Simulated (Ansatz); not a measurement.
Geometry optimisation, Ansatz, RKS B3LYP/def2-SVP.

input.yaml

```yaml
crystal:
  periodic: [false, false, false]
  atoms:
    - { symbol: B, position_ang: [-0.12019, 0.246231, 0.125986] }
    - { symbol: F, position_ang: [-0.218028, 0.307635, 1.449371] }
    - { symbol: H, position_ang: [0.98217, 0.426872, -0.341002] }
    - { symbol: C, position_ang: [-1.409648, 0.07553, -0.739083] }
    - { symbol: H, position_ang: [-2.224997, -0.434209, -0.200335] }
    - { symbol: H, position_ang: [-1.765339, 1.096638, -0.991722] }
    - { symbol: H, position_ang: [-1.218928, -0.429474, -1.700423] }
    - { symbol: H, position_ang: [0.362652, -2.080007, 0.441267] }
    - { symbol: H, position_ang: [0.249109, -1.735116, 1.05944] }
basis:
  gaussian: { orbitals: def2-SVP }
hamiltonian:
  xc: b3lyp
relax:
  f_tol: 0.03
  max_steps: 50
output:
  orbitals: {}
```

Launched with:

```bash
$ ansatz run input.yaml --threads 1 --pin off --max-ram 2048MiB --backend cpu --events-out ev --progress --plain --runs-dir out
```

Q: Where does it end, and by what steps?

A: The forces met the threshold. The force dipped under the threshold on the way, but the program's further checks kept it going. After 40 steps the energy has fallen by 0.199 eV; H8 moved furthest, 2.13 Å.

| step | energy less start (eV) | largest force component (eV/Å) | accepted |
| --- | --- | --- | --- |
| 0 | 0.0000 | 1.458 | yes |
| 2 | -0.1504 | 0.485 | yes |
| 4 | -0.1686 | 0.223 | yes |
| 6 | -0.1723 | 0.113 | yes |
| 8 | -0.1759 | 0.067 | yes |
| 10 | -0.1784 | 0.132 | yes |
| 12 | -0.1803 | 0.050 | yes |
| 14 | -0.1820 | 0.114 | yes |
| 16 | -0.1855 | 0.228 | yes |
| 18 | -0.1871 | 0.148 | yes |
| 20 | -0.1890 | 0.163 | yes |
| 22 | -0.1910 | 0.087 | yes |
| 24 | -0.1929 | 0.158 | yes |
| 26 | -0.1947 | 0.064 | yes |
| 28 | -0.1957 | 0.148 | yes |
| 30 | -0.1970 | 0.025 | yes |
| 32 | -0.1974 | 0.146 | no |
| 34 | -0.1984 | 0.070 | yes |
| 36 | -0.1988 | 0.025 | yes |
| 38 | -0.1991 | 0.067 | yes |
| 40 | -0.1994 | 0.018 | yes |

```xyz
9
Properties=species:S:1:pos:R:3
B -0.231 0.451 -0.289
F 0.087 -0.601 0.464
H 0.643 1.276 -0.437
C -1.645 0.566 -0.938
H -2.347 -0.223 -0.627
H -2.087 1.556 -0.727
H -1.533 0.526 -2.038
H 0.973 -3.361 2.024
H 0.777 -2.716 1.671
```

Time of the run: 64 s on 1 thread of Intel(R) Xeon(R) Platinum 8488C (Sapphire Rapids), on a shared host, peak memory 0.16 GiB.
